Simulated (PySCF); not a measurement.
SMILES C[C@@H]1C[P@@H]1=O, C$_{3}$H$_{7}$OP

Molfile (atoms numbered from 1):
```
C3H7OP
     RDKit          3D

 12 12  0  0  0  0  0  0  0  0999 V2000
   -1.4908    0.0398   -0.4069 C   0  0  0  0  0  0  0  0  0  0  0  0
   -0.2975    0.1326    0.5118 C   0  0  2  0  0  0  0  0  0  0  0  0
    0.9856    0.8315   -0.0262 C   0  0  0  0  0  0  0  0  0  0  0  0
    1.1142   -0.9393    0.2149 P   0  0  2  0  0  5  0  0  0  0  0  0
    1.2335   -1.9870   -0.8421 O   0  0  0  0  0  0  0  0  0  0  0  0
   -1.9497    1.0297   -0.5592 H   0  0  0  0  0  0  0  0  0  0  0  0
   -2.2540   -0.6331    0.0106 H   0  0  0  0  0  0  0  0  0  0  0  0
   -1.2019   -0.3606   -1.3906 H   0  0  0  0  0  0  0  0  0  0  0  0
   -0.5351    0.3556    1.5592 H   0  0  0  0  0  0  0  0  0  0  0  0
    1.5148    1.5276    0.6329 H   0  0  0  0  0  0  0  0  0  0  0  0
    0.9317    1.1688   -1.0678 H   0  0  0  0  0  0  0  0  0  0  0  0
    1.7786   -1.1545    1.4475 H   0  0  0  0  0  0  0  0  0  0  0  0
  1  2  1  0
  2  3  1  0
  3  4  1  0
  4  5  2  0
  4  2  1  0
  1  6  1  0
  1  7  1  0
  1  8  1  0
  2  9  1  1
  3 10  1  0
  3 11  1  0
  4 12  1  1
M  END
```

Method used: PySCF 2.14.0, GIAO KT3/pcSseg-1 magnetisability, rotational g tensor and spin-rotation constants, non-relativistic, gas phase. Geometry: PBE0-D3(BJ)/def2-SVP.

Problem. Give the nuclear spin-rotation constants along the inertial axes (H = +C I·J) beside the isotropic shieldings.

Solution. Rotational constants 6.7492, 3.3761, 2.6904 GHz. A star marks the isotopologue with that one atom substituted, in its own axes.
| atom | isotope | Caa (kHz) | Cbb (kHz) | Ccc (kHz) | mean (kHz) | σ (ppm) |
| --- | --- | --- | --- | --- | --- | --- |
| P4 | 31P | 10.625 | 3.677 | 3.596 | 5.966 | 421.6 |
| H6 | 1H | 0.026 | -0.327 | -0.240 | -0.180 | 29.7 |
| H7 | 1H | -0.673 | -0.154 | -0.103 | -0.310 | 29.8 |
| H8 | 1H | -0.511 | -0.251 | -0.095 | -0.286 | 29.9 |
| H9 | 1H | -0.528 | -0.331 | -0.063 | -0.307 | 30.3 |
| H10 | 1H | -0.732 | 0.060 | -0.295 | -0.323 | 30.2 |
| H11 | 1H | -0.745 | -0.395 | 0.064 | -0.358 | 30.4 |
| H12 | 1H | -0.306 | -0.182 | -0.003 | -0.164 | 24.4 |
| C1 | 13C* | 1.033 | 0.447 | 0.375 | 0.618 | 168.1 |
| C2 | 13C* | 1.213 | 0.421 | 0.375 | 0.669 | 164.8 |
| C3 | 13C* | 0.987 | 0.492 | 0.381 | 0.620 | 166.6 |
| O5 | 17O* | -1.001 | -0.242 | -0.032 | -0.425 | 303.8 |

For the geometry as given, no vibrational averaging.

Problem. How do the rotational constants and the g tensor change when H6, H7, H8, H9, H10, H11, H12 are replaced by deuterium?

Solution. Constants 5.2850, 2.8754, 2.3098 GHz; g -0.0323, -0.0092, -0.0152, against -0.0383, -0.0115, -0.0174 before.
